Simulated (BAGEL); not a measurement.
# UHF/6-31G(d) (density fitting with qzvpp-jkfit, spherical functions) run of B2NH4 (SMILES B[N]B)

Aim: the vertical electron affinity of B2NH4 at UHF/6-31G* (density fitting with qzvpp-jkfit, spherical functions), from 2 runs. 

The results are computed with BAGEL 1.2.2.

3 further runs of the same task are left out: 3 set aside as unsound or not needed.

## (1) The structure to begin with

The species is B2NH4 (7 atoms), meant as a doublet with charge 0. As SMILES, `B[N]B`. Geometry: relaxed at PBE0-D4/def2-TZVP.

Bond lengths: B1–N2 1.364 Å, N2–B3 1.364 Å, B1–H4 1.203 Å, B1–H5 1.203 Å, B3–H6 1.203 Å, B3–H7 1.203 Å. Angles: B1–N2–B3 179.5°, N2–B1–H4 120.0°, N2–B1–H5 119.8°, N2–B3–H6 119.8°, N2–B3–H7 120.0°, H4–B1–H5 120.2°, H6–B3–H7 120.2°.

## (2) A single-point energy at UHF/6-31G(d) (density fitting with qzvpp-jkfit, spherical functions)

File job.json:

```json
{ "bagel": [

{
  "title": "molecule",
  "basis": "6-31gs.json",
  "df_basis": "qzvpp-jkfit",
  "angstrom": "true",
  "geometry": [
    { "atom": "B", "xyz": [   -1.116900,    0.208400,   -0.746200 ] },
    { "atom": "N", "xyz": [    0.009000,   -0.016800,   -0.009000 ] },
    { "atom": "B", "xyz": [    1.134500,   -0.230000,    0.732300 ] },
    { "atom": "H", "xyz": [   -1.409700,   -0.541000,   -1.640600 ] },
    { "atom": "H", "xyz": [   -1.814200,    1.157300,   -0.499400 ] },
    { "atom": "H", "xyz": [    1.422300,    0.533400,    1.616700 ] },
    { "atom": "H", "xyz": [    1.836300,   -1.179100,    0.500500 ] }
  ]
},
{ "title": "uhf", "nopen": 1 },
{ "title": "print", "file": "orbitals.molden", "orbitals": "true" }

]}
```

The basis set 6-31G* is read from a file made from the Basis Set Exchange's data (not shown).

Run with:

```console
$ BAGEL_NUM_THREADS=1 BAGEL job.json > job.out
```

Log:

```text
* using 1 threads per process

  ===============================================================
  ===============================================================

  *** Geometry ***

  { "atom" : "B", "xyz" : [     -2.110635,      0.393819,     -1.410114 ] },
  { "atom" : "N", "xyz" : [      0.017008,     -0.031747,     -0.017008 ] },
  { "atom" : "B", "xyz" : [      2.143894,     -0.434637,      1.383846 ] },
  { "atom" : "H", "xyz" : [     -2.663947,     -1.022342,     -3.100285 ] },
  { "atom" : "H", "xyz" : [     -3.428341,      2.186980,     -0.943729 ] },
  { "atom" : "H", "xyz" : [      2.687757,      1.007980,      3.055120 ] },
  { "atom" : "H", "xyz" : [      3.470104,     -2.228176,      0.945808 ] },

  Number of auxiliary basis functions:      299

  Since a DF basis is specified, we compute 2- and 3-index integrals:
    o Being stored without compression. Storage requirement is 0.006 GB

  Number of basis functions:       50
  Number of electrons      :       21

    * METHOD: MOLECULE                             0.09

  *** Open-shell HF ***

  === Nuclear Repulsion ===
    51.5036701533

      * DIIS with orbital gradients will be used.

  === UHF iteration (6-31gs.json) ===
      0       -105.90325390          0.06500608           0.02
      1       -106.04040844          0.04747461           0.02
      2       -106.10526760          0.02949299           0.02
      3       -106.14454352          0.00406345           0.02
      4       -106.14862408          0.00115795           0.02
      5       -106.14905155          0.00019010           0.02
      6       -106.14909453          0.00003092           0.02
      7       -106.14910406          0.00001439           0.02
      8       -106.14910786          0.00000721           0.02
      9       -106.14910904          0.00000224           0.02
     10       -106.14910906          0.00000096           0.02
     11       -106.14910906          0.00000047           0.02
     12       -106.14910906          0.00000011           0.02
     13       -106.14910906          0.00000004           0.02
     14       -106.14910906          0.00000002           0.02
     15       -106.14910906          0.00000001           0.02
    * SCF iteration converged.

    * S^2 (UHF) is 0.7683

    * Permanent dipole moment:
           (   -0.000222,     0.000470,     0.000631) a.u.

    * METHOD: UHF                                  0.36

    * METHOD: PRINT                                0.00

  ===============================================================
```

Wall time 0.78 s (1 thread of Intel Xeon Platinum 8488C (Sapphire Rapids), shared host); peak memory 0.08 GiB.

## (3) The singlet anion at the same level

File input.json:

```json
{ "bagel" : [

{
  "title" : "molecule",
  "basis" : "6-31gs.json",
  "df_basis" : "qzvpp-jkfit",
  "angstrom" : true,
  "geometry" : [
    { "atom" : "B", "xyz" : [      -1.116900,       0.208400,      -0.746200 ] },
    { "atom" : "N", "xyz" : [       0.009000,      -0.016800,      -0.009000 ] },
    { "atom" : "B", "xyz" : [       1.134500,      -0.230000,       0.732300 ] },
    { "atom" : "H", "xyz" : [      -1.409700,      -0.541000,      -1.640600 ] },
    { "atom" : "H", "xyz" : [      -1.814200,       1.157300,      -0.499400 ] },
    { "atom" : "H", "xyz" : [       1.422300,       0.533400,       1.616700 ] },
    { "atom" : "H", "xyz" : [       1.836300,      -1.179100,       0.500500 ] }
  ]
},

{
  "title" : "hf",
  "charge" : -1
},

{
  "title" : "print",
  "file" : "orbitals.molden",
  "orbitals" : true
}

]}
```

The basis set 6-31G* is read from a file made from the Basis Set Exchange's data (not shown).

Run with:

```console
$ BAGEL_NUM_THREADS=1 BAGEL input.json > input.out
```

Log:

```text
* using 1 threads per process

  ===============================================================
  ===============================================================

  *** Geometry ***

  { "atom" : "B", "xyz" : [     -2.110635,      0.393819,     -1.410114 ] },
  { "atom" : "N", "xyz" : [      0.017008,     -0.031747,     -0.017008 ] },
  { "atom" : "B", "xyz" : [      2.143894,     -0.434637,      1.383846 ] },
  { "atom" : "H", "xyz" : [     -2.663947,     -1.022342,     -3.100285 ] },
  { "atom" : "H", "xyz" : [     -3.428341,      2.186980,     -0.943729 ] },
  { "atom" : "H", "xyz" : [      2.687757,      1.007980,      3.055120 ] },
  { "atom" : "H", "xyz" : [      3.470104,     -2.228176,      0.945808 ] },

  Number of auxiliary basis functions:      299

  Since a DF basis is specified, we compute 2- and 3-index integrals:
    o Being stored without compression. Storage requirement is 0.006 GB

  Number of basis functions:       50
  Number of electrons      :       21

    * METHOD: MOLECULE                             0.07

  *** RHF ***

  === Nuclear Repulsion ===
    51.5036701533

      * DIIS with orbital gradients will be used.

  === RHF iteration (6-31gs.json) ===
      0       -105.84811763          0.03852738           0.01
      1       -105.98927998          0.02913413           0.01
      2       -106.13008582          0.00244219           0.01
      3       -106.13170051          0.00036490           0.01
      4       -106.13174651          0.00010902           0.01
      5       -106.13175399          0.00002911           0.01
      6       -106.13175453          0.00000620           0.01
      7       -106.13175454          0.00000106           0.01
      8       -106.13175454          0.00000056           0.01
      9       -106.13175455          0.00000032           0.01
     10       -106.13175455          0.00000012           0.01
     11       -106.13175455          0.00000002           0.01
     12       -106.13175455          0.00000000           0.01
    * SCF iteration converged.

    * Permanent dipole moment:
           (    0.000286,     0.000045,    -0.000159) a.u.

    * METHOD: HF                                   0.17

    * METHOD: PRINT                                0.00

  ===============================================================
```

It took 0.56 s on 1 thread of Intel Xeon Platinum 8488C (Sapphire Rapids), shared host; peak memory 0.08 GiB.

## (4) Results

Level: UHF/6-31G* (density fitting with qzvpp-jkfit, spherical functions).

| quantity | value |
| --- | --- |
| doublet B2NH4: total energy | -106.14911 Eh |
| doublet B2NH4: dipole moment | 0.00 D |
| doublet B2NH4: ⟨S²⟩ | 0.768 |
| singlet anion: total energy | -106.13175 Eh |
| singlet anion: HOMO energy | -1.68 eV |
| singlet anion: LUMO energy | 8.52 eV |
| singlet anion: HOMO–LUMO gap (to an unbound level, set by the basis) | 10.20 eV |
| vertical electron affinity (to the singlet anion) | -0.472 eV |

In words: The anion lies 0.47 eV (45.6 kJ/mol) above the neutral: the electron isn't bound at this level, and such a value depends on the basis. Without diffuse functions anions come out too high. Hartree–Fock misses the correlation that binds many anions.
